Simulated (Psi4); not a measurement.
Reaction (SMILES): C=CC#N + 6 [H][H] (H2) → 3 C (CH4) + N (NH3)
B3LYP-D3(BJ)/def2-TZVP geometries, fixed; electronic energies without zero-point terms.

Effect of the grid (radial, spherical points) at B3LYP/aug-cc-pVTZ with Psi4, against the last row, where the energy of full hydrogenation is -140.90 kcal/mol. Cost is core time over that of grid: 35, 110, rough, on shared machines of one kind.

```
setting         grid points, largest species  largest shift of a total energy (mEh)  shift of the energy of full hydrogenation (kcal/mol)  cost
--------------  ----------------------------  -------------------------------------  ----------------------------------------------------  ----
grid: 35, 110                          26453                                 -0.069                                                -0.084    1×
grid: 50, 194                          66486                                 -0.014                                                 0.003    1×
grid: 75, 302                         153036                                  0.001                                                 0.002    2×
grid: 99, 590                         393576                                  0.000                                                 0.000    4×
grid: 150, 974                        980390                                  0.000                                                 0.000    8×
```

Within 0.05 kcal/mol in the energy of full hydrogenation: grid: 50, 194; grid: 75, 302; grid: 99, 590. The largest shift is 0.069 mEh in a total energy and 0.084 kcal/mol in the difference.
